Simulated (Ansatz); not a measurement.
## Counterpoise correction, worked out

The pair of HF (SMILES F, atoms 1–2) and SO$_{2}$ (SMILES O=S=O, atoms 3–5), both closed shells, in one local arrangement (a lower one may exist), relaxed at PBE0-D4/def2-TZVP:

```
5
angstrom
F -0.6305 0.1692 -2.3358
H -0.5430 0.4172 -1.4451
O -0.1523 0.4822 0.3564
S 0.5310 -0.5994 1.0142
O 0.7947 -0.4692 2.4104
```

Ansatz 0.2.0; basis: def2-TZVPPD; cores frozen in the correlated methods.

CCSD(T) total energies in eV:

| system | geometry | basis functions | energy |
| --- | --- | --- | --- |
| pair | pair | all | -17642.41846 |
| HF | as in the pair | all (partner as ghosts) | -2730.61989 |
| SO$_{2}$ | as in the pair | all (partner as ghosts) | -14911.62645 |
| HF | as in the pair | its own | -2730.61072 |
| SO$_{2}$ | as in the pair | its own | -14911.60950 |
| HF | free (PBE0-D4 minimum) | its own | -2730.61345 |
| SO$_{2}$ | free (PBE0-D4 minimum) | its own | -14911.61389 |

Work out the interaction energy with and without the counterpoise correction, the superposition error, and the binding energy from the relaxed fragments.

Without correction: -17642.41846 − (-2730.61072) − (-14911.60950) = -0.19824 eV.
With correction (each fragment in the whole basis): -17642.41846 − (-2730.61989) − (-14911.62645) = -0.17212 eV = -3.97 kcal/mol.
The superposition error is the difference, 0.02612 eV, 13 % of the uncorrected value: each fragment borrows its partner's functions.
Deformation from the free shapes: 0.00273 eV for HF and 0.00439 eV for SO$_{2}$.
Binding energy from relaxed fragments: -0.17212 + 0.00273 + 0.00439 = -0.16500 eV = -3.80 kcal/mol (electronic, without zero-point energy; negative means bound). For comparison, the corrected interaction energy by CCSD(T) at an estimated basis limit (MP2 extrapolated from triple and quadruple zeta, plus CCSD(T) − MP2 in triple zeta) is -0.188 eV; triple zeta with the correction binds less.

T1 diagnostic: at most 0.022. The restricted Hartree–Fock reference is unstable towards an unrestricted one at one or more of these structures.

For scale, one of the runs: CCSD(T)/def2-TZVPPD, 188 basis functions, launched by `ansatz run in.yaml --threads 2 --pin off --events-out ev --progress --plain --max-ram 5222MiB`. The run took 22 s on 2 CPU threads of an Intel Xeon 6975P-C (shared host), with 2.2 GiB of host memory at its peak.
